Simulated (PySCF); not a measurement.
## C₂⁻: energy against distance

Set-up: PySCF, no relativity, basis sets C aug-pcseg-1. Energies in eV from C + C⁻ in their ground configurations at the same level. State: doublet, unpaired electrons σ ↑.

```tsv
R (Å)	PBE	UHF-CCSD
1.090	-6.735	
1.140	-7.716	-6.373
1.191	-8.292	-6.963
1.229	-8.517	-7.195
1.267	-8.605	-7.287
1.305	-8.582	-7.267
1.356	-8.420	-7.105
1.419	-8.064	-6.746
1.495	-7.495	-6.172
1.596	-6.622
```

Q: Put a parabola through the three lowest points of the PBE curve and estimate Re, k and ωe (reduced mass 6.0 u; 1 eV/Å² = 0.16022 mdyn/Å; ωe = 1302.8·√(k/μ) cm⁻¹).

A: Through R = 1.229, 1.267, 1.305 Å the second-order coefficient is 38.4 eV/Å², so Re ≈ 1.278 Å, k ≈ 12.3 mdyn/Å and ωe ≈ 1867 cm⁻¹. A polynomial fit of higher order to the unrounded PBE energies gives Re = 1.277 Å, k = 11.5 mdyn/Å, ωe = 1802 cm⁻¹; anharmonicity and rounding make the difference.

The higher-order fit for each curve: PBE: Re = 1.277 Å, ωe = 1802 cm⁻¹, De = 8.61 eV; UHF-CCSD: Re = 1.278 Å, ωe = 1814 cm⁻¹, De = 7.29 eV.

Correlated steps freeze 2 core orbitals. Correlated levels converge slowly with the basis: in double zeta they bind strong bonds too weakly, by up to about 1 eV, and carry superposition errors of some tenths. The highest Kohn–Sham level is positive in this anion. Much of that is self-interaction error, but it also means that the finite basis helps to hold the extra electron. The state was picked by a PBE0 search and need not be the measured ground state.
